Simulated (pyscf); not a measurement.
Routes from H₂N–AlH₂ + H₂

Candidate steps break at most two bonds and form at most two. Each was searched with GFN2-xTB (tblite) first. Structures and frequencies: ωB97X-D3(BJ)/def2-SVP in PySCF. Energies: ωB97M-D3(BJ)/def2-TZVP, kJ/mol, from the separated reactants, singlet surface; ΔG‡ with ideal gas, 1 atm, RRHO with modes under 100 cm⁻¹ raised to 100, one conformer, R ln 2 for chiral ones without a mode under 150 cm⁻¹.

```csv
products,type,ΔE‡,ΔE,ΔG‡ 298 K,ΔG‡ 900 K,ν‡ (cm⁻¹)
NH₃ + AlH₃,four-centre exchange,86.7,+81.6,125.7,200.9,1312i
H₂N–AlH₂ + H₂,four-centre exchange,123.4,0.0,157.2,223.0,1344i
```

Row 1: On the product side the descent ends in an adduct with a Al–N contact (not fully relaxed), 133.3 kJ/mol under the separated species and 133.0 kJ/mol under the saddle at ωB97X-D3(BJ)/def2-TZVP. 

Plain bond fissions and candidates not yet searched are not listed, and one of them may be faster. Each barrier is that of the saddle found; lower ones may exist.
